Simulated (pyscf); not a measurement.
Four-centre exchange: HO–Si(OH)(OH)–F + hydrogen fluoride (HF) → HO–Si(OH)(OH)–F + hydrogen fluoride (HF)

Gas phase, singlet surface, charge 0. Bonds broken: O1–H10, H6–F9. Bonds formed: O1–H6, F9–H10. Single points on ωB97X-D3(BJ)/def2-SVP structures (PySCF, gas phase).

Transition state (Å):

```xyz
10

O     -0.7915     1.0797     0.3949
Si    -1.1436    -0.3799    -0.3054
O      0.2575    -1.0806    -0.7622
O     -2.1294    -0.2392    -1.6041
F     -1.8965    -1.2327     0.8410
H      0.2902     1.5623     0.4493
H      0.2261    -1.7941    -1.4072
H     -3.0277     0.0790    -1.4682
F      0.8541     1.7447     1.5346
H     -0.2654     1.2313     1.4455
```

One imaginary mode, 2193i cm⁻¹; descent along it reached the two sides named, in the forms told below.

| bond | change | reactant side (Å) | saddle | product side |
|---|---|---|---|---|
| O1–H10 | breaks | 0.964 | 1.185 | 1.737 |
| H6–F9 | breaks | 0.949 | 1.237 | 3.2 |
| O1–H6 | forms | 1.689 | 1.186 | 0.964 |
| F9–H10 | forms | 3.3 | 1.235 | 0.934 |

Electronic energies relative to the separated reactants (kcal/mol):

```
level                   barrier  reaction energy  reverse barrier
----------------------  -------  ---------------  ---------------
ωB97X-D3(BJ)/def2-TZVP     34.9              0.0             34.9
PBE/def2-TZVP              26.6              0.0             26.6
r²SCAN/def2-TZVP           30.0              0.0             30.0
B3LYP-D3(BJ)/def2-TZVP     32.8              0.0             32.8
PBE0-D3(BJ)/def2-TZVP      31.7              0.0             31.7
M06-2X/def2-TZVP           34.2              0.0             34.2
ωB97M-D3(BJ)/def2-TZVP     34.2              0.0             34.2
HF/def2-TZVP               54.4              0.0             54.4
```

With ωB97M-D3(BJ)/def2-TZVP energies and thermal terms (ideal gas, 1 atm, RRHO with modes under 100 cm⁻¹ raised to 100, one conformer, R ln 2 for chiral ones without a mode under 150 cm⁻¹), in kcal/mol:

```csv
T (K),ΔH‡,ΔG‡,ΔH,ΔG
298,32.0,41.9,0.0,0.0
600,31.4,52.1,0.0,0.0
900,31.5,62.4,0.0,0.0
1200,32.0,72.7,0.0,0.0
```

On the reactant side the descent ends in a complex (not fully relaxed), 7.8 kcal/mol under the separated species and 42.7 kcal/mol under the saddle at ωB97X-D3(BJ)/def2-TZVP. On the product side the descent ends in a complex, 7.5 kcal/mol under the separated species and 42.3 kcal/mol under the saddle at ωB97X-D3(BJ)/def2-TZVP. The same reactants have a lower exit, to HO–Si(OH)(F)–F + H₂O (barrier +10.4 kcal/mol at ωB97M-D3(BJ)/def2-TZVP, against +34.2 kcal/mol here). This is the saddle that the search found; another between the same sides may lie lower.
